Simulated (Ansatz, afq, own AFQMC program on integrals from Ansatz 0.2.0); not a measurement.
# H2O⁺, doublet: AFQMC among the cluster methods

```yaml
atoms:
  - { symbol: O, position_ang: [0.0000, -0.0621, -0.0036] }
  - { symbol: H, position_ang: [0.0000, 0.4700, -0.7603] }
  - { symbol: H, position_ang: [0.0000, 0.5153, 0.8175] }
```

Basis 6-31G. Only valence electrons are correlated. Ansatz 0.2.0 and our own AFQMC program on the same integrals; the CISD trial comes from CCSD amplitudes, and released means the phaseless constraint is let go. Uncertainties: one standard error, sampling alone.

Determinant: UHF, the one that the program's search chose, which needn't be the lowest solution. The geometry is a point of a scan.

Full CI on the same integrals is exact in this basis and with this determinant's frozen core.

* T1 diagnostic: 0.0076
* weight of the determinant in the CISD state: 0.966
* ⟨S²⟩ of the determinant: 0.755
* size of the correlated space: 7 electrons in 12 orbitals

| level | correlation energy (eV) |
| --- | --- |
| MP2 | -2.4431 |
| CCSD | -2.7643 |
| CCSD(T) | -2.7830 |

Q: Estimate where full CI lies against CCSD(T) on the same integrals.

A: 0.8 kJ/mol below CCSD(T).

Reference: full CI, correlation energy -2.791 eV. The released energy is read at 1.62 1/Eh, later times being too noisy (meV from the phaseless value at times in 1/Eh: 1.5 ± 0.6 at 0.24, 1.3 ± 0.6 at 0.51, 1.2 ± 0.6 at 0.99, -0.3 ± 1.9 at 1.62, -110 ± 111 at 2.40).

```csv
level,E − E(reference) (kJ/mol),share of correlation (%)
CCSD(T),0.8,99.71
CCSDT,0.5,99.83
CCSDT(Q),0.0,99.99
CCSDTQ,0.0,100.00
ph-AFQMC/CISD,-0.1 ± 0.08,100.03
released AFQMC,-0.1 ± 0.2,100.05
```

CCSDT and higher add their correlation energy to the determinant of the CCSD(T) run, since their own runs factorise the integrals more tightly (a shift of under 2 meV). A walk keeps the symmetry of its determinant, which the program's search chose and which needn't be the lowest solution, so a lower state of the same spin and another symmetry isn't excluded. Released energies are given only where the last usable release times agree within the noise; a slower fall can still hide under it.
